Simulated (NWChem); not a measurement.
The numbers come from NWChem runs, not from measurements. System: C$_{2}$H$_{5}$, charge 0, spin multiplicity 2, at a geometry optimised with UB3LYP/def2-SVP. The structure started from a generated list of species. Its SCF solution wasn't tested for a lower state. Level: UHF/def2-TZVP.

Job file:

```
start mol
memory heap 200 mb stack 900 mb global 1100 mb
geometry units angstroms nocenter noautoz noautosym
  C      0.786718    -0.111259    -0.017825
  C     -0.685588     0.101544    -0.001895
  H      1.478943     0.705476     0.202420
  H      1.207495    -1.114605    -0.125421
  H     -1.125296    -0.099810     0.999128
  H     -0.958487     1.139104    -0.255640
  H     -1.209431    -0.571879    -0.702167
end
basis spherical
  * library def2-tzvp
end
scf
  uhf
  nopen 1
  maxiter 100
  thresh 1e-7
  semidirect memsize 60000000 filesize 0
  # guess.movecs holds the orbitals of an unrestricted PBE0 run
  vectors input guess.movecs output mol.movecs
end
task scf energy
```

NWChem printed:

```
             Northwest Computational Chemistry Package (NWChem) 7.3.0
             --------------------------------------------------------

                                NWChem Input Module
                                -------------------

 Scaling coordinates for geometry "geometry" by  1.889725989
 (inverse scale =  0.529177249)

                             Geometry "geometry" -> ""
                             -------------------------

 Output coordinates in angstroms (scale by  1.889725989 to convert to a.u.)

  No.       Tag          Charge          X              Y              Z
 ---- ---------------- ---------- -------------- -------------- --------------
    1 C                    6.0000     0.78671800    -0.11125900    -0.01782500
    2 C                    6.0000    -0.68558800     0.10154400    -0.00189500
    3 H                    1.0000     1.47894300     0.70547600     0.20242000
    4 H                    1.0000     1.20749500    -1.11460500    -0.12542100
    5 H                    1.0000    -1.12529600    -0.09981000     0.99912800
    6 H                    1.0000    -0.95848700     1.13910400    -0.25564000
    7 H                    1.0000    -1.20943100    -0.57187900    -0.70216700

 Effective nuclear repulsion energy (a.u.)      36.7605030767

            Nuclear Dipole moment (a.u.)
            ----------------------------
        X                 Y               Z
 ---------------- ---------------- ----------------
     0.0000075589    -0.0000075589     0.0000000000


 Summary of "ao basis" -> "" (spherical)
 ------------------------------------------------------------------------------
       Tag                 Description            Shells   Functions and Types
 ---------------- ------------------------------  ------  ---------------------
 *                         def2-tzvp                  on all atoms

 Summary of "ao basis" -> "ao basis" (spherical)
 ------------------------------------------------------------------------------
       Tag                 Description            Shells   Functions and Types
 ---------------- ------------------------------  ------  ---------------------
[...]
     9     -0.382727  1 C  px                 4      0.359101  1 C  s

 center of mass
 --------------
 x =   0.03917759 y =  -0.00376381 z =  -0.00763944

 moments of inertia (a.u.)
 ------------------
          18.935680755254           8.854653289254           0.112398697575
           8.854653289254          78.686421765413          -1.131235539279
           0.112398697575          -1.131235539279          85.985024511838

  Mulliken analysis of the total density
  --------------------------------------

    Atom       Charge   Shell Charges
 -----------   ------   -------------------------------------------------------
    1 C    6     6.28   0.85  1.12  0.49  0.67  0.15  1.20  1.32  0.41  0.02  0.04  0.01
    2 C    6     6.27   0.85  1.12  0.47  0.67  0.06  1.25  1.41  0.36  0.02  0.06  0.00
    3 H    1     0.88   0.26  0.49  0.10  0.02
    4 H    1     0.88   0.26  0.49  0.10  0.02
    5 H    1     0.90   0.26  0.49  0.12  0.02
    6 H    1     0.90   0.26  0.49  0.12  0.02
    7 H    1     0.90   0.26  0.49  0.12  0.02

  Mulliken analysis of the alpha density
  --------------------------------------

    Atom       Charge   Shell Charges
 -----------   ------   -------------------------------------------------------
    1 C    6     3.76   0.43  0.56  0.26  0.36  0.10  0.79  0.92  0.31  0.01  0.02  0.00
    2 C    6     3.05   0.43  0.56  0.23  0.32  0.02  0.60  0.67  0.16  0.01  0.04  0.00
    3 H    1     0.40   0.12  0.22  0.04  0.01
    4 H    1     0.40   0.12  0.22  0.04  0.01
    5 H    1     0.48   0.14  0.27  0.07  0.01
    6 H    1     0.46   0.13  0.25  0.06  0.01
    7 H    1     0.46   0.13  0.25  0.06  0.01

   Mulliken analysis of the beta density
   -------------------------------------

    Atom       Charge   Shell Charges
 -----------   ------   -------------------------------------------------------
    1 C    6     2.52   0.43  0.56  0.22  0.31  0.05  0.41  0.41  0.10  0.01  0.02  0.00
    2 C    6     3.22   0.43  0.56  0.24  0.35  0.04  0.64  0.74  0.20  0.01  0.02  0.00
    3 H    1     0.48   0.14  0.27  0.06  0.01
    4 H    1     0.48   0.14  0.27  0.06  0.01
    5 H    1     0.41   0.12  0.23  0.05  0.01
    6 H    1     0.44   0.13  0.24  0.06  0.01
    7 H    1     0.44   0.13  0.24  0.06  0.01

   Mulliken analysis of the spin density
   -------------------------------------

    Atom       Charge   Shell Charges
 -----------   ------   -------------------------------------------------------
    1 C    6     1.24   0.00 -0.00  0.04  0.05  0.05  0.38  0.51  0.22 -0.00  0.00 -0.00
    2 C    6    -0.18  -0.00  0.00 -0.01 -0.03 -0.01 -0.04 -0.07 -0.04  0.00  0.02  0.00
    3 H    1    -0.09  -0.02 -0.05 -0.02  0.01
    4 H    1    -0.09  -0.02 -0.05 -0.02  0.01
    5 H    1     0.07   0.02  0.04  0.01 -0.00
    6 H    1     0.02   0.00  0.01  0.00 -0.00
    7 H    1     0.03   0.01  0.01  0.00 -0.00

       Multipole analysis of the density wrt the origin
       ------------------------------------------------

     L   x y z        total         alpha         beta         nuclear
     -   - - -        -----         -----         ----         -------
     0   0 0 0     -0.000000     -9.000000     -8.000000     17.000000

     1   1 0 0     -0.063347     -0.695142      0.631788      0.000008
     1   0 1 0      0.002173      0.098697     -0.096516     -0.000008
     1   0 0 1      0.038477      0.051810     -0.013333      0.000000

     2   2 0 0    -10.800665    -31.716419    -28.460513     49.376267
     2   1 1 0      0.064267      2.899467      2.640150     -5.475350
     2   1 0 1      0.150513      0.264893     -0.262627      0.148247
     2   0 2 0    -10.230047    -11.667071    -11.100070     12.537095
     2   0 1 1      0.195993     -0.291754     -0.597760      1.085507
     2   0 0 2    -11.395006     -9.877862     -7.285410      5.768266

 Task  times  cpu:        3.5s     wall:        3.5s

 Total times  cpu:        3.5s     wall:        3.5s
```
